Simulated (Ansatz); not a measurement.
Which method gave which barrier?

Saddle point of AlH₂OF, singlet (AlH₂OF ([OH][AlH][F]) → AlHO ([OH][Al]) + HF; bonds formed: F2–H3; bonds broken: Al1–F2, Al1–H3), PBE0-D4/def2-TZVP structure:

Al1  (0.628, 0.251, -0.263)
F2  (-0.009, -1.530, -0.242)
H3  (1.088, -1.338, -0.741)
O4  (-0.423, 1.374, 0.425)
H5  (-1.284, 1.243, 0.820)
(Å)

Program: Ansatz 0.2.0. Basis: def2-TZVPP, with def2-QZVPP for the basis limit. Cores are frozen in the correlated methods. B3LYP uses VWN-RPA correlation. Extrapolation: Hartree–Fock as exp(−7.88 √X), correlation as X^−2.97. Four methods, as single points on the PBE0-D4 structures, gave these electronic barriers from the start structure: 3.034, 3.291, 3.526, 4.223 eV.

Task: The methods were, in alphabetical order, B3LYP-D4, BLYP-D4, HF, MP2. Which gave which? (A judgement: the text doesn't fix the answer.)

Result: By the calculation: BLYP-D4 3.034; B3LYP-D4 3.291; MP2 3.526; HF 4.223 eV. For comparison, CCSD(T) at an estimated basis limit (MP2 extrapolated from triple and quadruple zeta, plus CCSD(T) − MP2 in triple zeta) gives 3.457 eV.

The T1 diagnostic stays at or below 0.017. The restricted Hartree–Fock reference is unstable towards an unrestricted one at one or more of these structures.

Labels in which every atom is bracketed show which atoms are joined, not bond orders.

For scale, one of the runs: CCSD(T)/def2-TZVPP, 132 basis functions (an equivalent command: `ansatz run in.yaml --threads 2`). The run took 4 s on 2 CPU threads (shared host), with 0.73 GiB of host memory at its peak.
